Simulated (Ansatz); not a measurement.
Born–Oppenheimer molecular dynamics of C2H3FO2S (9 atoms, charge 0, multiplicity 1). It starts from a relaxed structure.

These are results of UKS B3LYP-D4/STO-3G in Ansatz, not measurements.

```json
{
  "ensemble": "NVE (Milne-controlled integrator)",
  "time step": "1 fs",
  "steps asked": "185",
  "starting velocities drawn for": "2000 K",
  "seed": "119932"
}
```

First frame:

```xyz
9
Properties=species:S:1:pos:R:3
O 1.021 -0.257 -1.387
C 1.010 -0.283 0.032
S 0.736 1.313 1.002
C -0.399 -0.064 0.637
O -1.317 0.086 -0.514
F -0.963 -0.843 1.632
H 0.004 -0.022 -1.516
H 1.729 -0.991 0.485
H -1.734 1.014 -0.389
```

Task: How far do the bonds stretch over the last three quarters of this one trajectory? (Pairs bonded in most of those frames.)

Result: 
```csv
bond,mean (Å),spread (Å),shortest,longest
O1–C2,1.437,0.056,1.34,1.55
O1–H7,1.043,0.033,0.98,1.12
C2–S3,1.890,0.096,1.71,2.05
C2–C4,1.553,0.036,1.47,1.63
C2–H8,1.130,0.086,0.99,1.25
S3–C4,1.869,0.076,1.72,2.01
C4–O5,1.471,0.044,1.40,1.58
C4–F6,1.399,0.055,1.30,1.52
O5–H9,1.035,0.048,0.96,1.11
```

Mean temperature of the second half: 969 K. The conserved energy stayed within 3.7 meV per atom of its start (net change 0.26 meV per atom), so there is no drift, though single steps change it by up to 53 meV in the whole system, a sign of fast motions only just resolved. Over the second half the temperature averaged 0.48 of the 2000 K drawn at the start: a run that starts near a minimum puts about half its kinetic energy into the potential. A run of 0.18 ps of so small a system gives no equilibrium averages. Limits of this set-up: minimal basis.

Run time: 18 min on 1 thread of Arm Neoverse N1 (shared host), peak memory 0.14 GiB.
